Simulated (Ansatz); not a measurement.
Mulliken charges of CHNS (`N=C=S`) from PBE/def2-TZVPP in Ansatz (PBE0-D4/def2-TZVP geometry).

```csv
atom,x (Å),y (Å),z (Å),charge (e)
N1,-0.252,0.636,-0.472,-0.149
C2,0.307,-0.205,0.171,0.091
S3,1.167,-1.235,0.974,-0.161
H4,-1.221,0.803,-0.673,0.220
```

By hand: the dipole of these point charges (1 e Å = 4.8032 D).

Σ q r = (-0.391, 0.262, -0.219) e Å, of length 0.519 e Å = 2.49 D.

How does the dipole of the full density compare? (Best estimate.)

Ansatz gave: (-0.370, 0.102, -0.104) e Å, 1.91 D; the point charges give 1.30 times that, at 20° from its direction.

Point charges leave out the atoms' own dipoles, such as those of lone pairs, and Mulliken's split depends on the basis, so the two needn't agree.
